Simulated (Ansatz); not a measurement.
GaP (zinc blende): values from a third-order Birch-Murnaghan fit to a volume scan beside measured ones. Computed values: PBE (plane waves to 420 eV, PAW, scalar-relativistic; Ansatz, a program for electronic structure). GaP was relaxed with its symmetry unable to fall. The PAW data are Ansatz's earlier set.

```
quantity                reference                                       kind    PBE  difference
----------------------  ---------  -----------------------------------------  -----  ----------
Lattice constant a (Å)      5.439  measured, corrected to the static lattice  5.507      +1.2 %
Bulk modulus B₀ (GPa)        89.6  measured, corrected to the static lattice   76.7     -14.4 %
```

PBE overestimates the lattice constant a by 1.2 %. PBE underestimates the bulk modulus B₀ by 14.4 %.

References as given in: Daniel Mejia-Rodriguez, S. B. Trickey, Physical Review B (2018), arXiv:1807.09216.

(A scan under strain: stresses follow from slopes of the energy per volume, elastic moduli from its curvatures.)
